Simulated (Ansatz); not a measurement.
NH2S, doublet: from triple and quadruple zeta to the limit

```xyz
4

N     0.0000   -0.1878    1.0997
S     0.0000    0.0962   -0.5000
H     0.0000    0.7404    1.5312
H     0.0000   -1.1895   -0.9067
```

Connectivity, by distances: NH–SH.

Ansatz 0.2.0, UHF determinant, valence electrons correlated. Energies in eV.

```csv
set,X,functions,Hartree–Fock,MP2 correlation,CCSD(T) correlation,time
def2-TZVPP,3,101,-12330.2989,-9.7958,-11.1347,"7.5 s on 1 thread of Arm Neoverse V2, with other jobs on the host"
def2-QZVPP,4,187,-12330.6991,-10.6055,-11.8974,"7.2 min on 1 thread of Arm Neoverse V2, with other jobs on the host"
```

Hartree–Fock is taken to follow E(X) = E∞ + A·exp(−7.88·√X), correlation E(X) = E∞ + B·X^−2.97.

Task: Work out the CCSD(T) energy at the limit, and how far the shortcut misses it that extrapolates MP2 and adds CCSD(T) minus MP2 from the smaller set.

Result: Hartree–Fock: E∞ = E4 + 0.1377·(E4 − E3) = -12330.7542. Correlation: E∞ = E4 + 0.7407·(E4 − E3) = -12.4624 for CCSD(T) and -11.2053 for MP2. The limit is -12343.2165 eV, 0.620 eV below def2-QZVPP. The shortcut gives a correlation energy of -11.2053 + (-1.3390) = -12.5443, 82 meV lower than the direct value.

Past Ne part of the Hartree–Fock step between the two sets comes from the cores, which don't follow the formula, so the 55 meV that it adds to the total can overshoot; that part largely cancels in differences.
